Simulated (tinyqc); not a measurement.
Inside a calculation. Method: Hueckel theory of the pi electrons with the omega technique, for the molecule Nc1ccsc1 (SMILES; centres numbered as the heavy atoms are written). One step of it, computed by the program tinyqc.

Problem. Omega technique, round 1. h_r = h_r(0) + omega q_r, omega = 0.6, with q_r = z_r - P_rr.

Hueckel matrix in units of beta (H = alpha + beta A), order 1N, 2C, 3C, 4C, 5S, 6C:
$$\begin{pmatrix}
1.500000 & 0.800000 & 0.000000 & 0.000000 & 0.000000 & 0.000000 \\
0.800000 & 0.000000 & 1.000000 & 0.000000 & 0.000000 & 1.000000 \\
0.000000 & 1.000000 & 0.000000 & 1.000000 & 0.000000 & 0.000000 \\
0.000000 & 0.000000 & 1.000000 & 0.000000 & 0.650000 & 0.000000 \\
0.000000 & 0.000000 & 0.000000 & 0.650000 & 1.000000 & 0.650000 \\
0.000000 & 1.000000 & 0.000000 & 0.000000 & 0.650000 & 0.000000
\end{pmatrix}$$

charge and bond-order matrix P, order 1N, 2C, 3C, 4C, 5S, 6C:
$$\begin{pmatrix}
1.933957 & 0.249352 & -0.118957 & -0.003356 & 0.070884 & -0.215314 \\
0.249352 & 1.048582 & 0.530540 & -0.084810 & -0.221972 & 0.772998 \\
-0.118957 & 0.530540 & 1.120086 & 0.791106 & -0.245700 & -0.061148 \\
-0.003356 & -0.084810 & 0.791106 & 1.045192 & 0.450745 & -0.402162 \\
0.070884 & -0.221972 & -0.245700 & 0.450745 & 1.714483 & 0.414342 \\
-0.215314 & 0.772998 & -0.061148 & -0.402162 & 0.414342 & 1.137700
\end{pmatrix}$$

Centres:
```
centre  z_r, pi electrons of the neutral centre         h
1N                                            2  1.500000
2C                                            1  0.000000
3C                                            1  0.000000
4C                                            1  0.000000
5S                                            2  1.000000
6C                                            1  0.000000
```

Give: matrix after round 1.

Solution.

matrix after round 1, order 1N, 2C, 3C, 4C, 5S, 6C:
$$\begin{pmatrix}
1.5396 & 0.8000 & 0.0000 & 0.0000 & 0.0000 & 0.0000 \\
0.8000 & -0.0291 & 1.0000 & 0.0000 & 0.0000 & 1.0000 \\
0.0000 & 1.0000 & -0.0721 & 1.0000 & 0.0000 & 0.0000 \\
0.0000 & 0.0000 & 1.0000 & -0.0271 & 0.6500 & 0.0000 \\
0.0000 & 0.0000 & 0.0000 & 0.6500 & 1.1713 & 0.6500 \\
0.0000 & 1.0000 & 0.0000 & 0.0000 & 0.6500 & -0.0826
\end{pmatrix}$$
